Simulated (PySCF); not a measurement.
Species: CH₃F.
SMILES: `CF`

Theory: PBE0-D3(BJ)/def2-SVP geometry optimisation, gas phase in PySCF 2.14.0.

Take the most abundant isotopes and a rigid rotor. 

(1) Give the principal moments of inertia and the rotational constants in MHz.

(2) Classify the top.

(3) Where do the R-branch lines fall?

(4) Estimate the classical rotational partition function at 500 K.

Results:

(1) Ia = 3.25, Ib = 19.35, Ic = 19.35 u·Å²; 505379 MHz·u·Å²/I gives A = 155732, B = 26122, C = 26122 MHz.

(2) A prolate symmetric top, as the point group C3v requires two equal moments. Ray's parameter κ = (2B − A − C)/(A − C) = -1.000; −1 is the prolate and +1 the oblate limit.

(3) The dipole of 1.74 D lies along the symmetry axis, so ΔK = 0 and J+1 ← J falls at 2B(J+1) for every K: 52.24 GHz, 104.49 GHz, 156.73 GHz, 208.98 GHz, 261.22 GHz for J = 0 to 4.

(4) Point group C3v, symmetry number σ = 3; q = (√π/σ)·√((kT/h)³/(ABC)), k/h = 20836.6 MHz/K: 1930 at 500 K.

Stationary, but not proved a minimum. Zero-point vibration and centrifugal distortion are left out.

Rough CPU time on one thread of a shared machine: about 1.5 s. These figures are those of the optimisation.
